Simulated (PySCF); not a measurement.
Bonds (- single, = double, # triple, : aromatic): C1#C2 1.201 Å, C2-C3 1.458 Å, C3-C4 1.528 Å, C3-C5 1.528 Å. C1 carries H6; C3 carries H7; C4 carries H8, H9, H10; C5 carries H11, H12, H13.

[PySCF 2.14.0 with density-fitted response routines: structure optimised with PBE0-D3(BJ)/def2-TZVP; NMR shieldings at B97-2/pcSseg-2/GIAO; in vacuum; relativity neglected; fast rotation and ring inversion assumed for equivalent nuclei; one conformer]

Problem. Predict the 2D correlation tables (HSQC, COSY, HMBC).

Solution. 

HSQC (one-bond C–H):
```csv
δH,δC
2.58 (H7),25.1 (C3)
1.64 (H6),71.9 (C1)
1.17 (H8/H9/H10/H11/H12/H13),25.5 (C4/C5)
```

COSY cross peaks (H two or three bonds apart, from the bond graph; peaks can be absent where the dihedral angle is near 90°):
```csv
δH,δH
2.58 (H7),1.17 (H8/H9/H10/H11/H12/H13)
```

HMBC (two and three bonds, from the bond graph):
```csv
δH,δC
2.58 (H7),"94.0 (C2), 71.9 (C1), 25.5 (C4/C5)"
1.64 (H6),"94.0 (C2), 25.1 (C3)"
1.17 (H8/H9/H10/H11/H12/H13),"94.0 (C2), 25.5 (C4/C5), 25.1 (C3)"
```

Shifts are taken against calculated references (same method and geometry level): TMS for ¹H, ¹³C.

Shifts are as computed. Against solution values, carbons near 30 ppm lie about +3 ppm off and those near 130 ppm about +7 ppm. Of 1211 compounds with measured shifts, 218 miss one by over three times the rms of a fit or turn the order of signals round; such compounds aren't used in these exercises.
